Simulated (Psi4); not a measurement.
# C2H5Al (SMILES C=[CH][AlH2]), step by step

We compute a structure relaxation (singlet C2H5Al, PBE0/def2-TZVPD), then a single-point energy (doublet C2H5Al+, UPBE0/def2-TZVPD), then a structure relaxation (doublet C2H5Al+, UPBE0/def2-TZVPD), then a single-point energy (doublet C2H5Al−, UPBE0/def2-TZVPD) of C2H5Al. 

Program for the calculation: Psi4 1.11.

### Step 1. The system as given

C2H5Al: 8 atoms, total charge 0, spin state singlet. SMILES: `C=[CH][AlH2]`. Geometry: relaxed at PBE0-D4/def2-TZVP. The run starts from this shape.

Bond lengths: C1–C2 1.337 Å, C2–Al3 1.938 Å, C1–H4 1.089 Å, C1–H5 1.089 Å, C2–H6 1.090 Å, Al3–H7 1.588 Å, Al3–H8 1.588 Å. Angles: C1–C2–Al3 119.6°, C1–C2–H6 116.7°, Al3–C2–H6 123.7°, C2–C1–H4 121.7°, C2–C1–H5 123.0°, C2–Al3–H7 122.1°, C2–Al3–H8 116.8°, H4–C1–H5 115.3°, H7–Al3–H8 121.2°.

### Step 2. A geometry optimisation at PBE0/def2-TZVPD (density fitting) (run 1)

The input, job.in:

```
memory 1600 MB

molecule {
  0 1
  C
  C 1 r2
  Al 2 r3 1 a3
  H 1 r4 2 a4 3 d4
  H 1 r5 4 a5 2 d5
  H 2 r6 1 a6 4 d6
  H 3 r7 2 a7 6 d7
  H 3 r8 7 a8 2 d8

  r2 = 1.336815
  r3 = 1.938055
  a3 = 119.5992
  r4 = 1.08855
  a4 = 121.68042
  d4 = 0.00058
  r5 = 1.089
  a5 = 115.30458
  d5 = 179.99273
  r6 = 1.090008
  a6 = 116.74223
  d6 = 179.98291
  r7 = 1.587715
  a7 = 122.06491
  d7 = -0.09362
  r8 = 1.588321
  a8 = 121.17571
  d8 = -179.98183
  units angstrom
  symmetry c1
}

set globals {
  basis def2-TZVPD
}

optimize("pbe0")
```

Command:

```console
$ psi4 -i job.in -o job.out -n 1
```

job.out:

```text
[...]
  Running in c1 symmetry.
[...]
  Nuclear repulsion =   84.079711874365330
[...]
  Multiplicity = 1
[...]
  Nalpha       = 15
  Nbeta        = 15
[...]
    Number of basis functions: 162
[...]
   @DF-RKS iter   1:  -321.12839444378307   -4.60815e-01   4.62109e-03 ADIIS/DIIS
[...]
   @DF-RKS iter   6:  -321.41853898246268   -2.04636e-12   9.12496e-09 DIIS
[...]
  @DF-RKS Final Energy:  -321.41853898246268
   => Energetics <=
    Nuclear Repulsion Energy =             84.0480427006775841
    One-Electron Energy =                -609.3457665614437246
    Two-Electron Energy =                 227.4332515097028136
    DFT Exchange-Correlation Energy =     -23.5540666313993086
    Empirical Dispersion Energy =           0.0000000000000000
    VV10 Nonlocal Energy =                  0.0000000000000000
    Total Energy =                       -321.4185389824626782
[...]
  -Total Gradient:
     Atom            X                  Y                   Z
    ------   -----------------  -----------------  -----------------
       1        0.000015979785    -0.000054933335    -0.000005282552
       2        0.000044264366     0.000084720150     0.000067772751
       3       -0.000112492353    -0.000044095827     0.000004558240
       4       -0.000006924334    -0.000006201339     0.000006481449
       5       -0.000008590103     0.000000966516    -0.000012592539
       6       -0.000008513998    -0.000004185517    -0.000009741555
       7        0.000039441098     0.000009816425     0.000014980572
       8        0.000036677849     0.000015046216    -0.000032543200
[...]
```

Standard output:

```text
Optimizer: Optimization complete!
```

Run time: 38 s. Hardware: 1 thread of AMD EPYC 7R43 (Zen 3), shared host; peak memory 1.1 GiB.

After the run. Bond lengths: C1–C2 1.337 Å, C2–Al3 1.939 Å, C1–H4 1.089 Å, C1–H5 1.089 Å, C2–H6 1.090 Å, Al3–H7 1.588 Å, Al3–H8 1.589 Å. Angles: C1–C2–Al3 119.7°, C1–C2–H6 116.7°, Al3–C2–H6 123.7°, C2–C1–H4 121.7°, C2–C1–H5 123.0°, C2–Al3–H7 122.1°, C2–Al3–H8 116.8°, H4–C1–H5 115.3°, H7–Al3–H8 121.1°.

### Step 3. The doublet cation: a single-point energy at UPBE0/def2-TZVPD (density fitting) (run 2)

The input, calc.in:

```
memory 1.6 GB

molecule {
  1 2
  C
  C 1 1.337039
  Al 2 1.938908 1 119.65573
  H 1 1.088542 2 121.69023 3 0.02004
  H 1 1.089031 4 115.29697 2 -179.98955
  H 2 1.090196 1 116.69105 4 -179.98386
  H 3 1.58829 2 122.06307 6 -0.12585
  H 3 1.589162 7 121.14297 2 179.84388
  symmetry c1
}

set {
  basis def2-TZVPD
  reference uks
}

energy("pbe0")
```

Command:

```console
$ psi4 -i calc.in -o calc.out -n 1
```

calc.out:

```text
[...]
  Running in c1 symmetry.
[...]
  Nuclear repulsion =   84.048057075658008
[...]
  Multiplicity = 2
[...]
  Nalpha       = 15
  Nbeta        = 14
[...]
    Number of basis functions: 162
[...]
   @DF-UKS iter   1:  -320.72676998060166   -6.02437e-02   4.56791e-03 ADIIS/DIIS
[...]
   @DF-UKS iter  64:  -321.04057038750153   -9.15184e-08   1.63276e-07 DIIS
[...]
   @S^2 Observed:                7.609445224E-01
[...]
  @DF-UKS Final Energy:  -321.04057038750153
   => Energetics <=
    Nuclear Repulsion Energy =             84.0480570756580079
    One-Electron Energy =                -602.0319171799931155
    Two-Electron Energy =                 220.2829556748850166
    DFT Exchange-Correlation Energy =     -23.3396659580514125
    Empirical Dispersion Energy =           0.0000000000000000
    VV10 Nonlocal Energy =                  0.0000000000000000
    Total Energy =                       -321.0405703875015320
[...]
 Multipole Moments:
 ------------------------------------------------------------------------------------
     Multipole            Electronic (a.u.)      Nuclear  (a.u.)        Total (a.u.)
 ------------------------------------------------------------------------------------
 L = 1.  Multiply by 2.5417464519 to convert [e a0] to [Debye]
 Dipole X            :         -0.0166387            0.0029780           -0.0136607
 Dipole Y            :         -0.9197531            1.3085731            0.3888200
 Dipole Z            :          1.5162493           -2.1784031           -0.6621538
 Magnitude           :                                                    0.7679943
[...]
```

It took 2.6 min on 1 thread of AMD EPYC 7R43 (Zen 3), shared host; peak memory 1 GiB.

### Step 4. The doublet cation: a geometry optimisation at UPBE0/def2-TZVPD (density fitting) (run 3)

The input, input.in:

```
memory 1600 MB

molecule molecule1 {
  1 2
  C     -1.031103     0.829255    -0.357427
  C      0.198003     0.651025     0.137756
  Al     0.931737    -1.139352     0.262456
  H     -1.638357    -0.008451    -0.695681
  H     -1.496180     1.809402    -0.452319
  H      0.733845     1.546806     0.452363
  H      2.385825    -1.416429     0.838234
  H      0.008074    -2.328994    -0.244530
  symmetry c1
}

set {
  basis        def2-TZVPD
  reference    uks
  geom_maxiter 50
}

optimize("pbe0")
print_variables()
```

Command:

```console
$ psi4 -n 1 input.in input.out
```

input.out:

```text
[...]
  Running in c1 symmetry.
[...]
  Nuclear repulsion =   84.048045151440746
[...]
  Multiplicity = 2
[...]
  Nalpha       = 15
  Nbeta        = 14
[...]
    Number of basis functions: 162
[...]
   @DF-UKS iter   1:  -320.72677009642115   -6.02430e-02   4.56791e-03 DIIS/ADIIS
[...]
   @DF-UKS iter   8:  -321.07724750951348   -5.05906e-12   3.18860e-09 DIIS
[...]
   @S^2 Observed:                7.554922480E-01
[...]
  @DF-UKS Final Energy:  -321.07724750951348
   => Energetics <=
    Nuclear Repulsion Energy =             82.0667545041116142
    One-Electron Energy =                -598.0524627916176996
    Two-Electron Energy =                 218.2206441972035407
    DFT Exchange-Correlation Energy =     -23.3121834192108857
    Empirical Dispersion Energy =           0.0000000000000000
    VV10 Nonlocal Energy =                  0.0000000000000000
    Total Energy =                       -321.0772475095134268
[...]
  -Total Gradient:
     Atom            X                  Y                   Z
    ------   -----------------  -----------------  -----------------
       1       -0.000011978194     0.000010120400    -0.000026867262
       2       -0.000035305023     0.000024510251     0.000001457484
       3        0.000038036685    -0.000043126166    -0.000004860456
       4        0.000015794818    -0.000019696982     0.000012109704
       5        0.000004849251     0.000000671710     0.000018580437
       6        0.000008527233    -0.000009540845    -0.000006400933
       7        0.000003866346     0.000008896912    -0.000004286745
       8       -0.000017173410     0.000014816678     0.000001742276
[...]
```

The script printed:

```text
Optimizer: Optimization complete!
```

Wall time 12 min (1 thread of AMD EPYC 7R43 (Zen 3), shared host); peak memory 1.1 GiB.

Steps, from the record of the run:

| step | energy from the first frame kept (eV) | largest force (eV/Å) |
| --- | --- | --- |
| 0 | 0.0000 | 2.7505 |
| 1 | -0.3872 | 2.0345 |
| 2 | -0.6609 | 2.7285 |
| 3 | -0.8072 | 2.0166 |
| 4 | -0.9401 | 0.4647 |
| 5 | -0.9584 | 0.5610 |
| 6 | -0.9799 | 0.6278 |
| 7 | -0.9906 | 0.1830 |
| 8 | -0.9932 | 0.1154 |
| 9 | -0.9955 | 0.0771 |
| 10 | -0.9966 | 0.0411 |
| 11 | -0.9975 | 0.0249 |
| 12 | -0.9978 | 0.0173 |
| 13 | -0.9979 | 0.0140 |
| 14 | -0.9980 | 0.0080 |
| 15 | -0.9980 | 0.0047 |
| 16 | -0.9980 | 0.0030 |

After the run. Bond lengths: C1–C2 1.322 Å, C2–Al3 2.122 Å, C1–H4 1.090 Å, C1–H5 1.096 Å, C2–H6 1.091 Å, Al3–H7 1.561 Å, Al3–H8 1.566 Å. Angles: C1–C2–Al3 113.5°, C1–C2–H6 131.8°, Al3–C2–H6 111.9°, C2–C1–H4 123.4°, C2–C1–H5 120.1°, C2–Al3–H7 109.3°, C2–Al3–H8 106.8°, H4–C1–H5 116.4°, H7–Al3–H8 143.9°.

### Step 5. The doublet anion: the energy at UPBE0/def2-TZVPD (density fitting) (run 4)

The input, c2h5al.inp:

```
memory 1600 MB

molecule {
  -1 2
  C     -1.031103     0.829255    -0.357427
  C      0.198003     0.651025     0.137756
  Al     0.931737    -1.139352     0.262456
  H     -1.638357    -0.008451    -0.695681
  H     -1.496180     1.809402    -0.452319
  H      0.733845     1.546806     0.452363
  H      2.385825    -1.416429     0.838234
  H      0.008074    -2.328994    -0.244530
  units angstrom
  symmetry c1
}

set {
  basis     def2-TZVPD
  reference uks
}

e_tot = energy('pbe0')
print_variables()
```

Command:

```console
$ psi4 -i c2h5al.inp -o c2h5al.out -n 1
```

c2h5al.out:

```text
[...]
  Running in c1 symmetry.
[...]
  Nuclear repulsion =   84.048045151440746
[...]
  Multiplicity = 2
[...]
  Nalpha       = 16
  Nbeta        = 15
[...]
    Number of basis functions: 162
[...]
   @DF-UKS iter   1:  -320.76370534832051   -9.71782e-02   6.46442e-03 DIIS/ADIIS
[...]
   @DF-UKS iter  11:  -321.42309016115445   -9.56121e-08   5.61728e-07 DIIS
[...]
   @S^2 Observed:                7.621819394E-01
[...]
  @DF-UKS Final Energy:  -321.42309016115445
   => Energetics <=
    Nuclear Repulsion Energy =             84.0480451514407463
    One-Electron Energy =                -615.4248641254991981
    Two-Electron Energy =                 233.6558993175368357
    DFT Exchange-Correlation Energy =     -23.7021705046328357
    Empirical Dispersion Energy =           0.0000000000000000
    VV10 Nonlocal Energy =                  0.0000000000000000
    Total Energy =                       -321.4230901611543914
[...]
 Multipole Moments:
 ------------------------------------------------------------------------------------
     Multipole            Electronic (a.u.)      Nuclear  (a.u.)        Total (a.u.)
 ------------------------------------------------------------------------------------
 L = 1.  Multiply by 2.5417464519 to convert [e a0] to [Debye]
 Dipole X            :          1.1069827           -1.8863359           -0.7793531
 Dipole Y            :         -0.4220706            1.5818057            1.1597351
 Dipole Z            :          0.4191083           -0.6304330           -0.2113246
 Magnitude           :                                                    1.4131649
[...]
```

It took 34 s on 1 thread of AMD EPYC 7R43 (Zen 3), shared host; peak memory 1 GiB.

### Step 6. Summary of results

| quantity | value |
| --- | --- |
| run 1, PBE0/def2-TZVPD: total energy at the end | -321.41854 Eh |
| run 1, PBE0/def2-TZVPD: dipole moment | 0.86 D |
| run 1, PBE0/def2-TZVPD: HOMO energy | -8.10 eV |
| run 1, PBE0/def2-TZVPD: LUMO energy | -1.67 eV |
| run 1, PBE0/def2-TZVPD: HOMO–LUMO gap | 6.43 eV |
| doublet cation, run 2: total energy | -321.04057 Eh |
| doublet cation, run 2: HOMO energy (highest over α and β) | -13.52 eV |
| doublet cation, run 2: LUMO energy (lowest over α and β) | -12.37 eV |
| doublet cation, run 2: ⟨S²⟩ | 0.761 |
| doublet cation, run 3: total energy at the end | -321.07725 Eh |
| doublet cation, run 3: HOMO energy (highest over α and β) | -13.95 eV |
| doublet cation, run 3: LUMO energy (lowest over α and β) | -10.17 eV |
| doublet cation, run 3: ⟨S²⟩ | 0.755 |
| doublet anion: total energy | -321.42309 Eh |
| doublet anion: HOMO energy (highest over α and β) | 1.50 eV |
| doublet anion: LUMO energy (lowest over α and β) | 3.63 eV |
| doublet anion: ⟨S²⟩ | 0.762 |
| adiabatic ionisation energy (to the doublet cation, no zero-point term) | 9.287 eV |

What this shows: The adiabatic ionisation energy (to the doublet cation, no zero-point term) is 9.29 eV (896 kJ/mol). The optimisation (run 1, PBE0/def2-TZVPD) took 2 steps and changed the energy by -0.000 eV. The optimisation (doublet cation, run 3) took 17 steps and changed the energy by -0.998 eV. The HOMO (doublet anion) lies at positive energy, 1.50 eV; only total energies tell whether the electron is bound.
